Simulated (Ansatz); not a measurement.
# A basis-limit estimate, worked out

An elementary step of CH10Si2, singlet (CH₆Si ([CH3][SiH3]) + SiH₄ → Si₂H₆ ([SiH3][SiH3]) + CH₄; bonds formed: Si1–Si7, C2–H6; bonds broken: Si1–C2, H6–Si7). “Start” is the structure reached by relaxing down from the saddle towards the reactants; PBE0-D4/def2-TZVP structures. The saddle:

Si1  (-0.635, 0.666, 0.750)
C2  (0.621, -1.062, 1.168)
H3  (-2.007, 0.397, 0.248)
H4  (-0.818, 0.637, 2.254)
H5  (-0.006, 1.996, 0.532)
H6  (0.337, -0.446, 0.009)
Si7  (0.017, 0.372, -1.839)
H8  (1.222, -1.727, 0.536)
H9  (1.272, -0.559, 1.882)
H10  (-0.159, -1.641, 1.661)
H11  (-0.355, -0.849, -2.624)
H12  (1.400, 0.748, -2.275)
H13  (-0.890, 1.468, -2.303)
(Å)

Ansatz 0.2.0; basis: def2-TZVPP and def2-QZVPP; cores frozen in the correlated methods.

Energies in eV:

| quantity | saddle | start |
| --- | --- | --- |
| Hartree–Fock, triple zeta (X = 3) | -16909.52215 | -16914.00528 |
| Hartree–Fock, quadruple zeta (X = 4) | -16910.08615 | -16914.56913 |
| MP2 correlation, X = 3 | -13.54763 | -12.65278 |
| MP2 correlation, X = 4 | -14.40409 | -13.48405 |
| CCSD(T) correlation, X = 3 | -15.82880 | -14.94729 |

Problem. Work out the barrier at the basis limit: extrapolate Hartree–Fock as E(X) = E∞ + A exp(−7.88 √X) and the MP2 correlation as E(X) = E∞ + B X^−2.97 (the exponents that Neese and Valeev fitted for def2-TZVPP and QZVPP), then add CCSD(T) − MP2 in triple zeta.

Solution. Each step is linear, so take the differences first (saddle − start): Hartree–Fock 4.48313 (X = 3) and 4.48298 (X = 4); MP2 correlation -0.89485 and -0.92004; CCSD(T) correlation -0.88151.
Two points give E∞ = E(4) + w [E(4) − E(3)], with w = 1/(exp(7.88 (2 − √3)) − 1) = 0.1377 for Hartree–Fock and w = 1/((4/3)^2.97 − 1) = 0.7407 for the correlation.
Hartree–Fock: 4.48298 + 0.1377 × (-0.00015) = 4.4830 eV.
MP2 correlation: -0.92004 + 0.7407 × (-0.02519) = -0.9387 eV.
CCSD(T) − MP2: -0.88151 − (-0.89485) = 0.0133 eV.
Sum: 4.4830 + (-0.9387) + 0.0133 = 3.5576 eV, or 82.04 kcal/mol. Plain CCSD(T) in triple zeta gives 3.6016 eV, so the larger basis shifts the result by -0.0440 eV.

T1 diagnostic: at most 0.012.

Labels in which every atom is bracketed show which atoms are joined, not bond orders.

For scale, one of the runs: CCSD(T)/def2-TZVPP, 255 basis functions, launched by `ansatz run in.yaml --threads 4 --pin off --events-out ev --progress --plain --max-ram 9574MiB`. The run took 63 s on 4 CPU threads of an Arm Neoverse V2 (shared host), with 5.3 GiB of host memory at its peak.
